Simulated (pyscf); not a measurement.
Single points on ωB97X-D3(BJ)/def2-SVP structures (PySCF, gas phase).

Problem. For the elementary gas-phase step HO–SiH₂–PH₂ + H₂ -> PH₃ + HO–SiH₃ (singlet surface; P–Si, H–H broken, H–P, H–Si formed), what barrier and reaction energy does ωB97M-D3(BJ)/def2-TZVP give, measured from the separated reactants?

Solution. ΔE‡ = 243.7 kJ/mol, ΔE = -2.2 kJ/mol. Zero-point energy shifts the barrier by +8.8 kJ/mol. It is a four-centre exchange, with an imaginary mode of 1611i cm⁻¹. On the product side the descent ends in a complex, 17.6 kJ/mol under the separated species and 249.8 kJ/mol under the saddle at ωB97X-D3(BJ)/def2-TZVP. The same reactants have a lower exit, to H₃Si–PH₂ + H₂O (barrier +211.4 kJ/mol at ωB97M-D3(BJ)/def2-TZVP, against +243.7 kJ/mol here). One saddle was located; it need not be the lowest between these sides.
